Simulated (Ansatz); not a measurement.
# HCl with CH2O: superposition error and deformation

One table from this session's results is given with a row withheld; the runs are named, their logs left out.

Method: PBE0-D4 structures, single points in def2-TZVPPD; program: Ansatz 0.2.0, Gaussian basis.

Levels: PBE-D4, revPBE-D4, BLYP-D4, r2SCAN-D4, B97M-V, PBE0-D4, B3LYP-D4, HSE06-D4, wB97X-V, wB97M-V, B2PLYP, Hartree-Fock, MP2, CCSD, CCSD(T).

Correlated methods freeze the cores. B3LYP uses VWN-RPA correlation. B2PLYP carries no dispersion term here.

129 further runs of the same task are left out: 129 set aside as unsound or not needed.

**The system as given**

The relaxed pair: 6 atoms, charge 0, spin multiplicity 1.

Atoms are counted from 1 here; the program's logs count them from 0.

Bond lengths: Cl1–H2 1.305 Å, C3–O4 1.201 Å, C3–H5 1.104 Å, C3–H6 1.105 Å. Angles: O4–C3–H5 121.2°, O4–C3–H6 121.6°, H5–C3–H6 117.2°.

Coordinates:

```xyz
6
CH3ClO
Cl    0.3551    0.0291   -2.5153
H    -0.3768   -0.0546   -1.4383
C     0.0161    0.0077    0.9951
O    -0.9443   -0.1144    0.2841
H    -0.0828    0.0021    2.0946
H     1.0328    0.1301    0.5798
```

Atoms 1 to 2 are fragment A (HCl), the rest fragment B (CH2O). From earlier runs, pair energy (eV) and counterpoise interaction (meV):

| method | E(pair) | interaction |
| --- | --- | --- |
| PBE-D4 | -15648.21982 | -283 |
| revPBE-D4 | -15653.96144 | -245 |
| BLYP-D4 | -15656.27960 | -249 |
| r2SCAN-D4 | -15654.28279 | -281 |
| B97M-V | -15652.93282 | -255 |
| PBE0-D4 | -15649.20038 | -275 |
| B3LYP-D4 | -15657.56028 | -257 |
| HSE06-D4 | -15648.82795 | -274 |
| wB97X-V | -15653.91334 | -249 |
| wB97M-V | -15654.98119 | -243 |
| B2PLYP | -15651.09456 | -218 |
| Hartree-Fock | -15619.92623 | -123 |
| MP2 | -15636.40808 | -236 |
| CCSD(T) | -15637.89806 | -207 |

First each fragment is run alone in its own basis, frozen in the shape it has in the pair (a, b).

The first run:

File a/in.yaml:

```yaml
crystal:
  periodic: [false, false, false]
  atoms:
    - {symbol: Cl, position_ang: [0.355066, 0.029066, -2.515281]}
    - {symbol: H, position_ang: [-0.376833, -0.054555, -1.438305]}
basis:
  gaussian: {orbitals: "def2-TZVPPD.json"}
hamiltonian: {xc: pbe, dispersion: d4}
```

File b/in.yaml:

```yaml
crystal:
  periodic: [false, false, false]
  atoms:
    - {symbol: C, position_ang: [0.016103, 0.007719, 0.995089]}
    - {symbol: O, position_ang: [-0.944334, -0.114364, 0.284059]}
    - {symbol: H, position_ang: [-0.082828, 0.002053, 2.094553]}
    - {symbol: H, position_ang: [1.032828, 0.130081, 0.579786]}
basis:
  gaussian: {orbitals: "def2-TZVPPD.json"}
hamiltonian: {xc: pbe, dispersion: d4}
```

The basis file named in the input lies beside it (Basis Set Exchange, JSON).

Each run has its own folder and the same command.

The run is started by

```
ansatz run in.yaml --threads 2 --pin off --events-out ev --progress --plain --max-ram 5222MiB
```

Among the steps run: PBE-D4/def2-TZVPPD; r2SCAN-D4/def2-TZVPPD; PBE0-D4/def2-TZVPPD; B3LYP-D4/def2-TZVPPD; wB97X-V/def2-TZVPPD; wB97M-V/def2-TZVPPD; B2PLYP/def2-TZVPPD; BLYP-D4/def2-TZVPPD; revPBE-D4/def2-TZVPPD; B97M-V/def2-TZVPPD; HSE06-D4/def2-TZVPPD; CCSD(T)/def2-TZVPPD; Relaxing HCl alone; Relaxing CH2O alone.

One of the session's tables, all rows but one given; the rest of the session is left out.

| method | interaction with counterpoise (meV) |
| --- | --- |
| PBE-D4 | -283 |
| revPBE-D4 | -245 |
| BLYP-D4 | -249 |
| r2SCAN-D4 | -281 |
| B97M-V | -255 |
| PBE0-D4 | -275 |
| B3LYP-D4 | -257 |
| HSE06-D4 | -274 |
| wB97X-V | -249 |
| wB97M-V | -243 |
| B2PLYP | -218 |
| Hartree-Fock | -123 |
| MP2 | -236 |
| CCSD | ? |
| CCSD(T) | -207 |

**Question.** Estimate the row for CCSD.

As computed: interaction with counterpoise (meV): -187. In the column «interaction with counterpoise (meV)» it lies between CCSD(T) (-207) and Hartree-Fock (-123).
